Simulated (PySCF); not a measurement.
ethanethiol (C₂H₆S), SMILES C(S)C. Geometry optimised at PBE-D3(BJ)/def2-TZVP. One conformer was computed; it need not be the lowest.

Computed with PBE-D3(BJ)/def2-TZVP in PySCF 2.14.0.

Harmonic wavenumbers (cm⁻¹): 205, 251, 319, 642, 716, 847, 962, 1036, 1085, 1236, 1255, 1357, 1423, 1436, 1445, 2605, 2965, 2988, 3025, 3035, 3058. Rotational constants (GHz): 28.80, 5.230, 4.801; symmetry number 1.

### Question
Work out the zero-point energy and the ideal-gas rigid-rotor harmonic-oscillator thermochemistry at 298.15 K and 1 atm.

### Answer
ZPE = ½ Σ hcν = ½ × 31893 cm⁻¹ = 45.59 kcal/mol. H − E(el) = 49.16 kcal/mol. Entropy in cal/(mol K): translation 38.30, rotation 23.61, vibration 6.36, total 68.27. G − E(el) = 28.80 kcal/mol. Cp = 17.31 cal/(mol K).
